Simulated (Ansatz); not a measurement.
# SiH3F (SMILES F[SiH3]) at BCCD(T)/def2-TZVPP

What is the energy change on altering one bond length of SiH3F at BCCD(T)/def2-TZVPP? 

Program for the calculation: Ansatz 0.2.0.

52 further runs of the same task are left out: 1 that didn't finish, 51 set aside as unsound or not needed.

### 1 Starting point

SiH3F: 5 atoms, total charge 0, spin state singlet. As SMILES, `F[SiH3]`. Geometry: relaxed at PBE0-D4/def2-TZVP.

Bond lengths: F1–Si2 1.600 Å, Si2–H3 1.482 Å, Si2–H4 1.482 Å, Si2–H5 1.482 Å. Angles: F1–Si2–H3 108.3°, F1–Si2–H4 108.3°, F1–Si2–H5 108.3°, H3–Si2–H4 110.6°, H3–Si2–H5 110.6°, H4–Si2–H5 110.6°.

### 2 The energy at BCCD(T)/def2-TZVPP

molecule.yaml reads:

```yaml
basis:
  gaussian:
    orbitals: def2-TZVPP
crystal:
  periodic: [false, false, false]
  atoms:
    - {symbol: F, position_ang: [-1.274600, 0.162800, 0.858000]}
    - {symbol: Si, position_ang: [0.043300, -0.019300, -0.030700]}
    - {symbol: H, position_ang: [-0.367800, -0.192600, -1.443700]}
    - {symbol: H, position_ang: [0.768600, -1.217900, 0.451600]}
    - {symbol: H, position_ang: [0.880500, 1.193400, 0.123400]}
correlation:
  method: bccd_t
  frozen_orbitals: {F: 1, H: 0, Si: 5}
scf:
  omitted_lower_state_checks: [cluster_reference, increment]
accuracy: high
```

Launch:

```
$ ansatz run molecule.yaml --threads 1 --pin off --max-ram 3480MiB --events-out events.jsonl --progress --plain --runs-dir runs
```

Output, shortened:

```text
Warning: RAYON_NUM_THREADS=1 ignored (pool sized by the plan → 1); use --threads N
Functional definition: HF
  name "HF"
[...]
1908 factors; integrals over basis functions are off by at most 3.3e-9 eV
[...]
mean field -10618.75673387 eV, -390.2321123181 hartree, gradient 1.3e-8 eV, S^2 0.000000; 0 other end points of the search recorded, 0 dependent functions left out
6 core orbitals not correlated: weight in the atoms' cores, before any rotation towards them, 1.000 or more for the frozen orbitals, at most 0.000 for the correlated occupied ones
reference -10618.75673387 eV, -390.2321123181 hartree; 7, 7 occupied and 102, 102 virtual orbitals, 1908 factors
second order -10.41008849 eV of doubles, -0.00000000 eV of singles
cycle   1  -10.68191785 eV  change   -2.7e-1 eV  update   7.1e-2
[...]
cycle  19  -10.98902949 eV  change  -2.8e-11 eV  update  9.3e-10
perturbative correction -0.30255019 eV, -0.0111185145 hartree
Total energy: -10630.04831356 eV, -390.6470702177 hartree
Checks for a lower state left out: cluster_reference, increment
```

It took 21 s on 1 thread of Intel Xeon 6975P-C (Granite Rapids), shared host; peak memory 1.3 GiB.

### 3 The distorted shape at the same level

run.yaml reads:

```yaml
crystal:
  periodic: [false, false, false]
  atoms:
    - {symbol: F, position_ang: [-0.781271, 0.370764, 2.553632]}
    - {symbol: Si, position_ang: [0.536629, 0.188664, 1.664932]}
    - {symbol: H, position_ang: [-0.367800, -0.192600, -1.443700]}
    - {symbol: H, position_ang: [1.261929, -1.009936, 2.147232]}
    - {symbol: H, position_ang: [1.373829, 1.401364, 1.819032]}
basis:
  gaussian:
    orbitals: def2-TZVPP
correlation:
  method: bccd_t
  frozen_orbitals: {F: 1, H: 0, Si: 5}
accuracy: high
scf:
  omitted_lower_state_checks: [cluster_reference, increment]
```

Launch:

```
$ ansatz run run.yaml --threads 1 --pin off --max-ram 3480MiB --events-out events.jsonl --progress --plain --runs-dir runs
```

Output, shortened:

```text
Warning: RAYON_NUM_THREADS=1 ignored (pool sized by the plan → 1); use --threads N
[... 2 set-up lines as earlier in the session ...]
[...]
1820 factors; integrals over basis functions are off by at most 3.5e-9 eV
[...]
mean field -10613.25020523 eV, -390.0297511230 hartree, gradient 2.2e-8 eV, S^2 0.000000; 1 other end points of the search recorded, 0 dependent functions left out; unrestricted orbitals would lower it
6 core orbitals not correlated: weight in the atoms' cores, before any rotation towards them, 1.000 or more for the frozen orbitals, at most 0.000 for the correlated occupied ones
reference -10613.25020523 eV, -390.0297511230 hartree; 7, 7 occupied and 102, 102 virtual orbitals, 1820 factors
second order -10.99736712 eV of doubles, -0.00000000 eV of singles
cycle   1  -11.27387099 eV  change   -8.1e-1 eV  update   1.4e-1
[...]
cycle  28  -12.26925324 eV  change   2.9e-10 eV  update   1.0e-9
perturbative correction -0.56545957 eV, -0.0207802560 hartree
WARN: these amplitudes may be one of several solutions (largest doubles amplitude 0.49, level shift 2.01 eV)
Total energy: -10626.08491804 eV, -390.5014181190 hartree
Checks for a lower state left out: cluster_reference, increment
```

It took 22 s on 1 thread of Intel Xeon 6975P-C (Granite Rapids), shared host; peak memory 1.2 GiB.

### 4 What came out

Level: BCCD(T)/def2-TZVPP, 6 core orbitals frozen.

```
                                                          quantity          value
                                         first shape: total energy  -390.64707 Eh
          first shape: correlation energy (6 core orbitals frozen)     -415.0 mEh
                                       first shape: (T) correction     -11.12 mEh
                                     distorted shape: total energy  -390.50142 Eh
      distorted shape: correlation energy (6 core orbitals frozen)     -471.7 mEh
                                   distorted shape: (T) correction     -20.78 mEh
energy change with the Si2–H3 bond stretched from 1.482 to 3.260 Å       3.963 eV
```

**Reading.** With the Si2–H3 bond stretched from 1.482 to 3.260 Å the energy rises by 3.96 eV (382 kJ/mol). The first shape isn't relaxed at this level, so the change isn't measured from a minimum. A restricted reference can't describe the breaking bond well at this length. The triples (first shape) make up 2.7 % of the correlation energy. The restricted solution (distorted shape) is unstable to spin breaking: an unrestricted one lies lower. The triples (distorted shape) make up 4.4 % of the correlation energy.
